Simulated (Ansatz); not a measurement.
**AlClH4Si: basis-set convergence**

The task here is to estimate one member of a computed series from the others.

Program: Ansatz 0.2.0, Gaussian basis. Level of theory: one geometry, several basis sets. These are calculated values, not measurements.

Plan: PBE0-D4/def2-SVP; ωB97M-V/def2-SVP; PBE0-D4/def2-QZVPP; ωB97M-V/def2-QZVPP; the functionals' def2-TZVPP values are taken from earlier runs.

**Structure used throughout**

An earlier PBE0-D4 in a triple-zeta def2 set relaxation fixed the geometry.

SMILES `[SiH3][AlH][Cl]`, 7 atoms, charge 0, spin multiplicity 1.

Atoms are counted from 1 here; the program's logs count them from 0.

Bond lengths: Si1–Al2 2.446 Å, Si1–H4 1.490 Å, Si1–H5 1.490 Å, Si1–H6 1.489 Å, Al2–Cl3 2.104 Å, Al2–H7 1.581 Å. Angles: Al2–Si1–H4 110.2°, Al2–Si1–H5 110.2°, Al2–Si1–H6 112.2°, H4–Si1–H5 107.8°, H4–Si1–H6 108.2°, H5–Si1–H6 108.1°, Si1–Al2–Cl3 116.2°, Si1–Al2–H7 127.5°, Cl3–Al2–H7 116.3°.

Geometry (Å):

```xyz
7

Si   -0.8612    0.5825   -0.3112
Al    1.0948   -0.6124    0.5431
Cl    1.7834   -2.2231   -0.6229
H    -2.0127   -0.3518   -0.4553
H    -0.5676    1.1547   -1.6551
H    -1.2766    1.6961    0.5863
H     1.9011   -0.3140    1.8695
```

The first run:

Contents of in.yaml:

```yaml
crystal:
  periodic: [false, false, false]
  atoms:
    - {symbol: Si, position_ang: [-0.861232, 0.582519, -0.311210]}
    - {symbol: Al, position_ang: [1.094795, -0.612421, 0.543106]}
    - {symbol: Cl, position_ang: [1.783412, -2.223128, -0.622903]}
    - {symbol: H, position_ang: [-2.012678, -0.351791, -0.455306]}
    - {symbol: H, position_ang: [-0.567601, 1.154725, -1.655104]}
    - {symbol: H, position_ang: [-1.276559, 1.696075, 0.586291]}
    - {symbol: H, position_ang: [1.901063, -0.313979, 1.869528]}
basis:
  gaussian: {orbitals: def2-SVP}
hamiltonian: {xc: pbe0, dispersion: d4}
output: {orbitals: {seedname: orbitals}}
```

Steps of the session up to this table: PBE0-D4 in def2-SVP; ωB97M-V in def2-SVP; PBE0-D4 in def2-QZVPP; ωB97M-V in def2-QZVPP.

One of the session's tables, all rows but one given; the rest of the session is left out.

It belongs to the step «Density functionals: the series». 

| functional | basis | HOMO (eV) | LUMO (eV) |
| --- | --- | --- | --- |
| PBE0-D4 | def2-SVP | ? | ? |
| PBE0-D4 | def2-TZVPP | -7.80 | -2.02 |
| PBE0-D4 | def2-QZVPP | -7.81 | -2.05 |
| ωB97M-V | def2-SVP | -9.74 | -0.21 |
| ωB97M-V | def2-TZVPP | -9.80 | -0.34 |
| ωB97M-V | def2-QZVPP | -9.82 | -0.44 |

Q: Estimate the row for PBE0-D4, def2-SVP from the others.

The run gave: HOMO (eV): -7.79; LUMO (eV): -1.96. In the column «HOMO (eV)» it is the highest.
